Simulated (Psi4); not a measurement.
# [B2H7]−, run twice

Aim: the energy in a field of [B2H7]− at HSE06/6-31G (density fitting, ddCOSMO chloroform, dipole perturbation λ (added as +λ·μ, a field of −λ) (0, 0, -0.005) a.u.).

The results are computed with Psi4 1.11.

3 further runs of the same task are left out: 3 set aside as unsound or not needed.

### Step 1. The structure to begin with

[B2H7]− has 9 atoms, charge -1, and is taken as a singlet. The coordinates come from a GFN2-xTB (4 decimals) relaxation.

Bond lengths: B1–H2 1.320 Å, H2–B3 1.317 Å, B1–H4 1.200 Å, B1–H5 1.200 Å, B1–H6 1.200 Å, B3–H7 1.200 Å, B3–H8 1.200 Å, B3–H9 1.200 Å. Some angles: B1–H2–B3 179.7°, H2–B1–H4 106.0°, H2–B1–H5 106.1°, H2–B1–H6 106.1°, H4–B1–H5 112.6°, H4–B1–H6 112.6°, H5–B1–H6 112.7°, H2–B3–H7 106.1°, H2–B3–H8 106.1°, H2–B3–H9 106.2°.

### Step 2. Try one

b2h7.sdf reads:

```

     RDKit          3D

  9  7  0  0  0  0  0  0  0  0999 V2000
    0.9990    0.4324   -0.7450 B   0  0  0  0  0  0  0  0  0  0  0  0
   -0.0014    0.0031    0.0011 H   0  0  0  0  0  0  0  0  0  0  0  0
   -0.9979   -0.4319    0.7443 B   0  0  0  0  0  0  0  0  0  0  0  0
    0.6939    1.5350   -1.1060 H   0  0  0  0  0  0  0  0  0  0  0  0
    1.9672    0.4302   -0.0364 H   0  0  0  0  0  0  0  0  0  0  0  0
    1.0911   -0.3427   -1.6562 H   0  0  0  0  0  0  0  0  0  0  0  0
   -1.9029   -0.6579   -0.0111 H   0  0  0  0  0  0  0  0  0  0  0  0
   -1.2502    0.4530    1.5150 H   0  0  0  0  0  0  0  0  0  0  0  0
   -0.5987   -1.4212    1.2943 H   0  0  0  0  0  0  0  0  0  0  0  0
  3  2  1  0
  4  1  1  0
  5  1  1  0
  6  1  1  0
  7  3  1  0
  8  3  1  0
  9  3  1  0
M  CHG  1   3  -1
M  END
$$$$
```

run.py reads:

```python
import psi4
from rdkit import Chem

psi4.set_memory(1600000000)
psi4.set_num_threads(1)
psi4.set_output_file('run.log', False)

rd = Chem.SDMolSupplier('b2h7.sdf', removeHs=False, sanitize=False)[0]
xyz = rd.GetConformer().GetPositions()
atoms = '\n'.join(f'{a.GetSymbol()} {x:.4f} {y:.4f} {z:.4f}' for a, (x, y, z) in zip(rd.GetAtoms(), xyz))
mol = psi4.geometry('-1 1\n' + atoms + '\nsymmetry c1\nno_reorient\nno_com')

psi4.set_options({
    'basis': '6-31G',
    'scf_type': 'disk_df',
    'perturb_h': True,
    'perturb_with': 'dipole',
    'perturb_dipole': [0.0, 0.0, -0.005],
    'basis_set': 'cc-pvdz',
    'ddx': True,
    'ddx_model': 'cosmo',
    'ddx_solvent': 'chloroform',
    'ddx_radii_set': 'uff',
})

e_tot = psi4.energy('HSE06')
print(f'HSE06 energy: {e_tot:.10f} Eh')
```

Started as:

```bash
$ python run.py
```

run.log:

```text
Psi4 1.11 release

Error: option BASIS_SET is not contained in the list of available options.

Did you mean?
```

On the terminal:

```text
Error: option BASIS_SET is not contained in the list of available options.

Did you mean?

Traceback (most recent call last):
  File "run.py", line 13, in <module>
    psi4.set_options({
```

It took 0.68 s on 1 thread of Intel Xeon 6975P-C (Granite Rapids), shared host; peak memory 0.16 GiB.

### Step 3. Reading the log

The input was rejected.

The telling line is `Error: option BASIS_SET is not contained in the list of available options.`. The cause is that the input text is malformed or holds a word that the program doesn't know.

### Step 4. Try two

b2h7.sdf is that of step 2.

b2h7.py reads:

```python
import psi4
from rdkit import Chem

psi4.set_memory('1600 MB')
psi4.set_num_threads(1)
psi4.core.set_output_file('output.dat', False)

rd = Chem.SDMolSupplier('b2h7.sdf', removeHs=False, sanitize=False)[0]
xyz = rd.GetConformer().GetPositions()
atoms = '\n'.join(f'{a.GetSymbol()} {x:.4f} {y:.4f} {z:.4f}' for a, (x, y, z) in zip(rd.GetAtoms(), xyz))
geom = psi4.geometry('-1 1\n' + atoms + '\nsymmetry c1\nno_reorient\nno_com')

options = {'basis': '6-31G', 'scf_type': 'disk_df', 'perturb_h': True, 'perturb_with': 'dipole', 'perturb_dipole': [0.0, 0.0, -0.005], 'ddx': True, 'ddx_model': 'cosmo', 'ddx_solvent': 'chloroform', 'ddx_radii_set': 'uff'}
psi4.set_options(options)

result, w = psi4.energy("hse06", molecule=geom, return_wfn=True)
print(f'hse06 energy: {result:.10f} Eh')
```

Started as:

```bash
$ python b2h7.py
```

output.dat:

```text
[...]
  Running in c1 symmetry.
[...]
  Nuclear repulsion =   31.711852005833471
[...]
  Multiplicity = 1
[...]
  Nalpha       = 9
  Nbeta        = 9
[...]
    Number of basis functions: 32
[...]
   @DF-RKS iter   1:   -53.71425297661391   -7.25127e-01   1.40006e-02 ADIIS/DIIS
[...]
   @DF-RKS iter   7:   -53.87270513612073   -5.08962e-09   1.34242e-07 DIIS
[...]
    Orbital Energies [Eh]
    ---------------------
    Doubly Occupied:
       1A     -6.669839     2A     -6.659100     3A     -0.493952
       4A     -0.416246     5A     -0.270926     6A     -0.261547
       7A     -0.258933     8A     -0.239071     9A     -0.237041
[...]
  @DF-RKS Final Energy:   -53.87270513612073
   => Energetics <=
    Nuclear Repulsion Energy =             31.7118520058334710
    One-Electron Energy =                -136.4447005510391477
    Two-Electron Energy =                  59.4515265582240175
    DFT Exchange-Correlation Energy =      -8.5202733257446859
    Empirical Dispersion Energy =           0.0000000000000000
    VV10 Nonlocal Energy =                  0.0000000000000000
    DD Solvation Energy =                 -0.0711098233943824
    Total Energy =                        -53.8727051361207288
[...]
 Multipole Moments:
 ------------------------------------------------------------------------------------
     Multipole            Electronic (a.u.)      Nuclear  (a.u.)        Total (a.u.)
 ------------------------------------------------------------------------------------
 L = 1.  Multiply by 2.5417464519 to convert [e a0] to [Debye]
 Dipole X            :         -0.0307819            0.0085038           -0.0222781
 Dipole Y            :         -0.0139210            0.0037795           -0.0101415
 Dipole Z            :          0.2214050           -0.0052912            0.2161138
 Magnitude           :                                                    0.2174956
[...]
```

On the terminal:

```text
hse06 energy: -53.8727051361 Eh
```

Run time: 9 s. Hardware: 1 thread of Intel Xeon 6975P-C (Granite Rapids), shared host; peak memory 0.45 GiB.

### Step 5. Summary of results

At HSE06/6-31G (density fitting, ddCOSMO chloroform, dipole perturbation λ (added as +λ·μ, a field of −λ) (0, 0, -0.005) a.u.):

```
                                             quantity          value
                                         total energy   -53.87271 Eh
HOMO–LUMO gap (to an unbound level, set by the basis)        8.33 eV
                           solvent term in the energy  -186.7 kJ/mol
```
